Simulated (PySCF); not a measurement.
Frontier orbitals and the lowest excitations

C₄H₅N.
Geometry (GFN2-xTB, Å), atoms numbered from 1 in this order:
```
atom  x, y, z in Å
C1    -1.611   -0.372   -0.085
C2    -0.466   -0.120    0.517
C3     0.672    0.622   -0.129
C4     1.830   -0.234   -0.222
N5     2.737   -0.926   -0.286
H6    -1.809   -0.053   -1.096
H7    -2.404   -0.906    0.409
H8    -0.282   -0.454    1.529
H9     0.398    0.953   -1.134
H10    0.944    1.496    0.473
```

Level of theory: TDDFT wB97X-D/def2-SVPD, vertical, gas phase, core orbitals frozen in the response in PySCF 2.14.0, density-fitted response routines.

Kohn–Sham orbitals with the atoms that hold most of them (Löwdin shares over 4%, at most four atoms; ? is withheld):

```tsv
orbital	ε (eV)	atoms
HOMO-3	-12.35	N5 78%, C4 16%
HOMO-2	-11.53	N5 44%, C4 33%, C3 10%, H9 5%
HOMO-1	-11.43	?
HOMO	?	?
LUMO	1.39	C1 32%, C2 31%, C3 7%, H6 6%
LUMO+1	2.17	C1 19%, C3 19%, C4 17%, C2 11%
LUMO+2	2.73	N5 28%, C4 24%, C3 15%, H9 10%
```

Task: Give the leading atoms of the HOMO.

Result: C1 (bonded to C and 2 H) 39%; C2 (bonded to 2 C and H) 38%; C3 (bonded to 2 C and 2 H) 6%.

Task: Which atoms hold the HOMO-1, and with what shares?

Result: N5 (bonded to C) 44%; C4 (bonded to C and N) 33%; C3 (bonded to 2 C and 2 H) 9%; C2 (bonded to 2 C and H) 5%. By element: carbon 46% or more, nitrogen 44%.

Task: What is the HOMO energy, and the HOMO–LUMO gap?

Result: ε(HOMO) = -10.22 eV; the gap is 11.61 eV (0.4266 hartree).

Task: How does S1 compare with the orbital gap of 11.61 eV?

Result: S1 is at 7.63 eV (f = 0.390), 3.98 eV below the gap, made of HOMO→LUMO (90%). Without the coupling terms of the response equations the lowest excitation would equal the gap.

Task: Give energy, strength and leading configuration of S1 and S3, and follow the Löwdin shares of the leading atoms from the occupied to the empty orbital.

Result: 
- S1 (7.63 eV, f 0.390), HOMO→LUMO (90%): C1 39% → 32%, C2 38% → 31%
- S3 (7.95 eV, f 0.065), HOMO→LUMO+1 (84%): C1 39% → 19%, C2 38% → 11%, C3 6% → 19%

Löwdin shares depend on the basis, the more so with diffuse functions.

One conformer stands for the species.
